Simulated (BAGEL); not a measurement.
# CH5BN− (SMILES [BH3-]N=C) at 6 levels

Aim: a comparison of 6 runs (HF/3-21G, B3LYP/6-31G*, PBE0/6-31G**, PBE0/def2-SVP, RI-MP2/6-311+G**) of CH5BN−. 

Program for the calculation: BAGEL 1.2.2.

3 further runs of the same task are left out: 1 that didn't finish, 2 set aside as unsound or not needed.

**1. The structure to begin with**

The species is CH5BN− (8 atoms), meant as a singlet with charge -1. As SMILES, `[BH3-]N=C`. Geometry: relaxed at GFN2-xTB.

Bond lengths: B1–N2 1.547 Å, N2–C3 1.237 Å, B1–H4 1.227 Å, B1–H5 1.222 Å, B1–H6 1.227 Å, C3–H7 1.118 Å, C3–H8 1.106 Å. Angles: B1–N2–C3 122.9°, N2–B1–H4 109.8°, N2–B1–H5 108.3°, N2–B1–H6 109.4°, N2–C3–H7 126.8°, N2–C3–H8 120.8°, H4–B1–H5 110.1°, H4–B1–H6 109.4°, H5–B1–H6 109.9°, H7–C3–H8 112.4°.

**2. A single-point energy at HF/3-21G (run 1)**

job.json reads:

```json
{ "bagel": [

{
  "title": "molecule",
  "basis": "3-21g",
  "df_basis": "qzvpp-jkfit",
  "angstrom": true,
  "geometry": [
    { "atom": "B", "xyz": [       0.165600,       1.032650,       0.317000 ] },
    { "atom": "N", "xyz": [       0.676790,      -0.343350,      -0.170270 ] },
    { "atom": "C", "xyz": [      -0.078150,      -1.293200,      -0.410600 ] },
    { "atom": "H", "xyz": [      -0.623460,       1.495860,      -0.501040 ] },
    { "atom": "H", "xyz": [       1.127090,       1.777360,       0.440280 ] },
    { "atom": "H", "xyz": [      -0.400090,       0.897810,       1.397340 ] },
    { "atom": "H", "xyz": [      -1.192360,      -1.302570,      -0.318090 ] },
    { "atom": "H", "xyz": [       0.324580,      -2.264550,      -0.754640 ] }
  ]
},

{ "title": "hf", "charge": -1, "df": false },

{ "title": "print", "file": "orbitals.molden", "orbitals": true }

]}
```

Launch:

```
$ BAGEL_NUM_THREADS=1 BAGEL job.json > job.out
```

Log:

```text
* using 1 threads per process

  ===============================================================
  ===============================================================

  *** Geometry ***

  { "atom" : "B", "xyz" : [      0.312939,      1.951426,      0.599043 ] },
  { "atom" : "N", "xyz" : [      1.278948,     -0.648837,     -0.321764 ] },
  { "atom" : "C", "xyz" : [     -0.147682,     -2.443794,     -0.775922 ] },
  { "atom" : "H", "xyz" : [     -1.178169,      2.826766,     -0.946828 ] },
  { "atom" : "H", "xyz" : [      2.129891,      3.358724,      0.832009 ] },
  { "atom" : "H", "xyz" : [     -0.756061,      1.696615,      2.640590 ] },
  { "atom" : "H", "xyz" : [     -2.253234,     -2.461501,     -0.601103 ] },
  { "atom" : "H", "xyz" : [      0.613367,     -4.279379,     -1.426063 ] },

  Number of auxiliary basis functions:      317

  Since a DF basis is specified, we compute 2- and 3-index integrals:
    o Being stored without compression. Storage requirement is 0.003 GB

  Number of basis functions:       37
  Number of electrons      :       23

    * METHOD: MOLECULE                             0.07

  *** RHF ***

  === Nuclear Repulsion ===
    63.9412384149

      * DIIS with orbital gradients will be used.

  === RHF iteration (3-21g) ===
      0       -114.23131222          0.04653650           0.02
      1       -118.75626885          0.05751950           0.02
      2       -119.11251145          0.02037657           0.02
      3       -119.18221565          0.00807554           0.02
      4       -119.19196463          0.00169512           0.02
      5       -119.19312515          0.00053995           0.02
      6       -119.19323868          0.00019252           0.02
      7       -119.19325076          0.00006860           0.02
      8       -119.19325217          0.00001594           0.02
      9       -119.19325227          0.00000829           0.02
     10       -119.19325230          0.00000402           0.02
     11       -119.19325231          0.00000207           0.02
     12       -119.19325231          0.00000085           0.02
     13       -119.19325231          0.00000027           0.02
     14       -119.19325231          0.00000012           0.02
     15       -119.19325231          0.00000004           0.02
     16       -119.19325231          0.00000002           0.02
     17       -119.19325231          0.00000001           0.02
    * SCF iteration converged.

    * Permanent dipole moment:
           (    0.369923,     1.633086,     0.491796) a.u.

    * METHOD: HF                                   0.45

    * METHOD: PRINT                                0.00

  ===============================================================
```

Run time: 0.66 s. Hardware: 1 thread of Arm Neoverse V1, shared host.

**3. Energy and gradient at B3LYP/6-31G(d) (density fitting with qzvpp-jkfit, spherical functions) (run 2)**

calc.json reads:

```json
{ "bagel": [

{
  "title": "molecule",
  "basis": "6-31gs.json",
  "df_basis": "qzvpp-jkfit",
  "geometry": [
    { "atom": "B", "xyz": [  0.31293865,  1.95142568,  0.59904318 ] },
    { "atom": "N", "xyz": [  1.27894774, -0.64883746, -0.32176367 ] },
    { "atom": "C", "xyz": [ -0.14768210, -2.44379382, -0.77592155 ] },
    { "atom": "H", "xyz": [ -1.17816865,  2.82676572, -0.94682838 ] },
    { "atom": "H", "xyz": [  2.12989142,  3.35872362,  0.83200862 ] },
    { "atom": "H", "xyz": [ -0.75606053,  1.69661501,  2.64058990 ] },
    { "atom": "H", "xyz": [ -2.25323384, -2.46150056, -0.60110298 ] },
    { "atom": "H", "xyz": [  0.61336731, -4.27937930, -1.42606292 ] }
  ]
},
{
  "title": "force",
  "method": [
    {
      "title": "ks",
      "xc_func": "b3lyp",
      "charge": -1
    }
  ]
}

]}
```

The basis set 6-31G* is read from a file made from the Basis Set Exchange's data (not shown).

Launch:

```
$ BAGEL_NUM_THREADS=1 BAGEL calc.json > calc.out
```

Log:

```text
* using 1 threads per process

  ===============================================================
  ===============================================================

  *** Geometry ***

  { "atom" : "B", "xyz" : [      0.312939,      1.951426,      0.599043 ] },
  { "atom" : "N", "xyz" : [      1.278948,     -0.648837,     -0.321764 ] },
  { "atom" : "C", "xyz" : [     -0.147682,     -2.443794,     -0.775922 ] },
[... 4 lines of this table left out ...]
  { "atom" : "H", "xyz" : [      0.613367,     -4.279379,     -1.426063 ] },

  Number of auxiliary basis functions:      317

  Since a DF basis is specified, we compute 2- and 3-index integrals:
    o Being stored without compression. Storage requirement is 0.007 GB

[... 9 lines left out ...]
    * Removing 13558 points whose weight is below 1.00e-10
[... 13 lines left out ...]
    * SCF iteration converged.
[... 1 line left out ...]
    * Permanent dipole moment:
[... 38 lines left out ...]
    * METHOD: FORCE                                6.47

  ===============================================================
```

It took 6.9 s on 1 thread of Arm Neoverse V1, shared host; peak memory 0.61 GiB.

Run 3 isn't shown in full; the table further down has it.

**4. Energy and gradient at PBE0/6-31G(d,p) (density fitting with qzvpp-jkfit, spherical functions) (run 4)**

input.json reads:

```json
{ "bagel": [

{
  "title": "molecule",
  "basis": "6-31gss.json",
  "df_basis": "qzvpp-jkfit",
  "angstrom": true,
  "geometry": [
    { "atom": "B", "xyz": [    0.165600,    1.032650,    0.317000 ] },
    { "atom": "N", "xyz": [    0.676790,   -0.343350,   -0.170270 ] },
    { "atom": "C", "xyz": [   -0.078150,   -1.293200,   -0.410600 ] },
    { "atom": "H", "xyz": [   -0.623460,    1.495860,   -0.501040 ] },
    { "atom": "H", "xyz": [    1.127090,    1.777360,    0.440280 ] },
    { "atom": "H", "xyz": [   -0.400090,    0.897810,    1.397340 ] },
    { "atom": "H", "xyz": [   -1.192360,   -1.302570,   -0.318090 ] },
    { "atom": "H", "xyz": [    0.324580,   -2.264550,   -0.754640 ] }
  ]
},
{
  "title": "force",
  "method": [
    {
      "title": "ks",
      "xc_func": "pbe0",
      "charge": -1
    }
  ]
}

]}
```

The basis set 6-31G** is read from a file made from the Basis Set Exchange's data (not shown).

Launch:

```
$ BAGEL_NUM_THREADS=1 BAGEL input.json > input.out
```

Log:

```text
* using 1 threads per process

  ===============================================================
  ===============================================================

  *** Geometry ***

  { "atom" : "B", "xyz" : [      0.312939,      1.951426,      0.599043 ] },
  { "atom" : "N", "xyz" : [      1.278948,     -0.648837,     -0.321764 ] },
  { "atom" : "C", "xyz" : [     -0.147682,     -2.443794,     -0.775922 ] },
[... 4 lines of this table left out ...]
  { "atom" : "H", "xyz" : [      0.613367,     -4.279379,     -1.426063 ] },

  Number of auxiliary basis functions:      317

  Since a DF basis is specified, we compute 2- and 3-index integrals:
    o Being stored without compression. Storage requirement is 0.011 GB

[... 9 lines left out ...]
    * Removing 13558 points whose weight is below 1.00e-10
[... 13 lines left out ...]
    * SCF iteration converged.
[... 1 line left out ...]
    * Permanent dipole moment:
[... 38 lines left out ...]
    * METHOD: FORCE                                7.57

  ===============================================================
```

Run time: 7.8 s. Hardware: 1 thread of Arm Neoverse V1, shared host; peak memory 0.75 GiB.

Run 5 isn't shown in full; the table further down has it.

**5. Energy and forces at RI-MP2/6-311+G(d,p) (density fitting with qzvpp-jkfit, cc-pv5z-ri for correlation) (run 6)**

input.json reads:

```json
{ "bagel" : [

{
  "title" : "molecule",
  "basis" : "6-311+gss.json",
  "df_basis" : "qzvpp-jkfit",
  "angstrom" : false,
  "geometry" : [
    { "atom" : "B", "xyz" : [     0.31293865,     1.95142568,     0.59904318 ] },
    { "atom" : "N", "xyz" : [     1.27894774,    -0.64883746,    -0.32176367 ] },
    { "atom" : "C", "xyz" : [    -0.14768210,    -2.44379382,    -0.77592155 ] },
    { "atom" : "H", "xyz" : [    -1.17816865,     2.82676572,    -0.94682838 ] },
    { "atom" : "H", "xyz" : [     2.12989142,     3.35872362,     0.83200862 ] },
    { "atom" : "H", "xyz" : [    -0.75606053,     1.69661501,     2.64058990 ] },
    { "atom" : "H", "xyz" : [    -2.25323384,    -2.46150056,    -0.60110298 ] },
    { "atom" : "H", "xyz" : [     0.61336731,    -4.27937930,    -1.42606292 ] }
  ]
},

{
  "title" : "force",
  "method" : [
    { "title" : "mp2", "charge" : -1, "ncore" : 3, "aux_basis" : "cc-pv5z-ri" }
  ]
}

]}
```

The basis set 6-311+G** is read from a file made from the Basis Set Exchange's data (not shown).

Launch:

```
$ BAGEL_NUM_THREADS=1 BAGEL input.json > input.out
```

Log:

```text
* using 1 threads per process

  ===============================================================
  ===============================================================

  *** Geometry ***

  { "atom" : "B", "xyz" : [      0.312939,      1.951426,      0.599043 ] },
  { "atom" : "N", "xyz" : [      1.278948,     -0.648837,     -0.321764 ] },
  { "atom" : "C", "xyz" : [     -0.147682,     -2.443794,     -0.775922 ] },
[... 4 lines of this table left out ...]
  { "atom" : "H", "xyz" : [      0.613367,     -4.279379,     -1.426063 ] },

  Number of auxiliary basis functions:      317

  Since a DF basis is specified, we compute 2- and 3-index integrals:
    o Being stored without compression. Storage requirement is 0.023 GB

[... 20 lines left out ...]
    * SCF iteration converged.
[... 1 line left out ...]
    * Permanent dipole moment:
[... 13 lines left out ...]
      MP2 correlation energy:   -0.4466612219
[... 1 line left out ...]
    * Permanent dipole moment: MP2 unrelaxed
[... 10 lines left out ...]
    * Permanent dipole moment: MP2 relaxed
[... 2 lines left out ...]
  * Nuclear energy gradient

    o Atom   0
        x          0.0004890973
        y         -0.0036148687
        z         -0.0012840129
    o Atom   1
        x         -0.0288900591
        y         -0.0248977037
        z         -0.0056214812
    o Atom   2
        x          0.0252223500
        y          0.0368295475
        z          0.0096359738
    o Atom   3
        x          0.0022630891
        y         -0.0012812232
        z          0.0026612339
    o Atom   4
        x         -0.0006282698
        y         -0.0048535426
        z         -0.0013034021
    o Atom   5
        x          0.0014767059
        y          0.0004368215
        z         -0.0034086087
    o Atom   6
        x         -0.0007346254
        y         -0.0043288044
        z         -0.0011567721
    o Atom   7
        x          0.0008017121
        y          0.0017097735
        z          0.0004770692

    * METHOD: FORCE                                7.43

  ===============================================================
```

Run time: 7.8 s. Hardware: 1 thread of Arm Neoverse V1, shared host; peak memory 0.32 GiB.

**6. Overview of the runs**

| run | level | integral approximation | task | energy (Eh) | wall time |
| --- | --- | --- | --- | --- | --- |
| 1 | HF/3-21G | none | energy | -119.193252 | 0.66 s |
| 2 | B3LYP/6-31G* (density fitting with qzvpp-jkfit, spherical functions) | qzvpp-jkfit | gradient | -120.706746 | 6.9 s |
| 3 | B3LYP/6-31G* (density fitting with qzvpp-jkfit, Cartesian functions) | qzvpp-jkfit | gradient | -120.709477 | 8.1 s |
| 4 | PBE0/6-31G** (density fitting with qzvpp-jkfit, spherical functions) | qzvpp-jkfit | gradient | -120.546604 | 7.8 s |
| 5 | PBE0/def2-SVP (density fitting with qzvpp-jkfit) | qzvpp-jkfit | gradient | -120.461574 | 7.5 s |
| 6 | RI-MP2/6-311+G** (density fitting with qzvpp-jkfit, cc-pv5z-ri for correlation) | qzvpp-jkfit | gradient | -120.356241 | 7.8 s |

**7. Outcome**

| quantity | value |
| --- | --- |
| run 6: total energy | -120.35624 Eh |
| run 6: correlation energy (3 core orbitals frozen) | -446.7 mEh |
| run 6: largest force on an atom | 2.348 eV/Å |

What this shows: Totals of different functionals can't be ranked against each other. All runs together took 39 s, the longest 8.1 s.
